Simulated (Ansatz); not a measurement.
Coupled-cluster diagnostics for AlH2Et (C₂H₇Al), Ansatz.

Geometry of the singlet (PBE0-D4/def2-TZVP):

```xyz
10

Al   -1.1301    0.1718    1.2151
H    -2.5767    0.6817    0.7874
H    -0.9886   -0.6929    2.5445
C     0.4297    0.5450    0.0870
C     0.6146   -0.4996   -1.0230
H     1.3323    0.5836    0.7067
H     0.3232    1.5385   -0.3632
H     1.4827   -0.2767   -1.6505
H     0.7665   -1.5042   -0.6168
H    -0.2536   -0.5473   -1.6872
```

Correlated methods freeze 7 core orbitals.

Q: Estimate the CCSD(T) correlation energy, the shares of MP2 and (T), T1 and the reference's ⟨S²⟩ for: charge 0, singlet, own geometry in def2-TZVPP; charge 0, singlet, own geometry in def2-TZVPD; charge 1, doublet, vertical in def2-TZVPP; charge -1, doublet, vertical in def2-TZVPD; and the rough time on 4 threads of Arm Neoverse V2 on a shared host.

A: 
| state | basis | correlation (eV) | MP2 share (%) | (T) share (%) | T1 | ⟨S²⟩ (pure) | wall time | remarks |
| --- | --- | --- | --- | --- | --- | --- | --- | --- |
| charge 0, singlet, own geometry | def2-TZVPP | -13.696 | 88.1 | 3.3 | 0.009 | 0.00 (0.00) | 19 s | – |
| charge 0, singlet, own geometry | def2-TZVPD | -13.309 | 87.3 | 3.3 | 0.009 | 0.00 (0.00) | 13 s | – |
| charge 1, doublet, vertical | def2-TZVPP | -12.751 | 86.3 | 3.3 | 0.020 | 0.76 (0.75) | 7.8 min | – |
| charge -1, doublet, vertical | def2-TZVPD | -13.897 | 87.0 | 3.6 | 0.020 | 0.76 (0.75) | 5.6 min | HOMO above zero |
Customary marks for T1 are 0.02 (closed shells), 0.045 (open shells) and about 0.05 (3d metals). T1 exceeds 0.02 in 2 of 4 rows and 0.045 in 0; the higher it lies, the less the single-reference result can be trusted.
